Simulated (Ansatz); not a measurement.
A nudged elastic band was laid between two geometries of C3H4F2O (10 atoms, charge 0, multiplicity 1).

Method: UKS r2SCANh-D4/STO-3G (Ansatz 0.2.0).

* movable images: 5
* climbing image: yes
* spring: 5.0 eV/Å²
* optimiser: quadratic models (default)
* start path: through a guess of the saddle point
* force threshold: 0.03 eV/Å
* iteration limit: 49
* end points: relaxed

Image 0:

```xyz
10
Properties=species:S:1:pos:R:3
C -0.925 -1.127 0.649
C -0.176 -0.408 -0.202
O 0.143 -0.748 -1.511
C 0.486 0.973 0.183
F 1.461 0.861 1.164
F 1.127 1.386 -1.030
H -1.358 -2.082 0.357
H -1.111 -0.767 1.659
H 0.705 0.105 -1.736
H -0.270 1.757 0.470
```

Image 6:

```xyz
10
Properties=species:S:1:pos:R:3
C -0.779 -0.844 0.750
C 0.050 -0.076 -0.260
O 0.130 -0.630 -1.562
C 0.715 1.087 -0.021
F 0.780 1.796 1.142
F 1.427 1.655 -1.063
H -1.819 -0.951 0.407
H -0.778 -0.311 1.709
H 0.730 0.076 -2.007
H -0.372 -1.854 0.909
```

**Question.** What changes between the two ends?

**Answer.** Bonds broken: C4–H10. Bonds formed: C1–H10.

**Question.** What energy profile does the band end with?

**Answer.** The forces met the threshold. The highest image is number 2 of 0 to 6, 89.9 kcal/mol above the first end and 96.5 kcal/mol above the last; the last end lies 6.6 kcal/mol below the first. Beside the main top the profile has a ripple of under 15 meV (maxima at images 2, 5), which may be a very shallow well or noise. Neighbouring images differ by up to 3.6 eV, so the band resolves the path poorly. A vibrational analysis at the climbing image gives one clearly imaginary mode, 1832i cm⁻¹: a first-order saddle point. The orbitals stay closed-shell, which can raise the energy where a bond breaks towards radicals; this wasn't checked here. Limits of this set-up: minimal basis.

| image | path coordinate (Å) | energy (kcal/mol) | C4–H10 (Å) | C1–H10 (Å) |
| --- | --- | --- | --- | --- |
| 0 | 0.00 | 0.0 | 1.13 | 2.96 |
| 1 | 1.48 | 9.1 | 1.13 | 2.51 |
| 2 | 2.97 | 89.9 | 1.42 | 1.42 |
| 3 | 4.19 | 7.7 | 2.32 | 1.10 |
| 4 | 5.41 | -6.2 | 2.77 | 1.10 |
| 5 | 6.63 | -5.9 | 3.01 | 1.10 |
| 6 | 7.85 | -6.6 | 3.27 | 1.10 |

**Question.** What is the geometry of the highest image?

**Answer.** 
```xyz
10
Properties=species:S:1:pos:R:3
C -0.824 -0.756 0.707
C 0.010 -0.307 -0.378
O 0.082 -0.881 -1.634
C 0.525 0.990 0.185
F 1.732 0.930 0.904
F 0.640 2.084 -0.663
H -0.952 -1.840 0.864
H -1.787 -0.243 0.843
H 0.922 -0.474 -2.049
H -0.265 0.445 1.225
```

The run took 9.4 min on 1 CPU thread of a shared host.
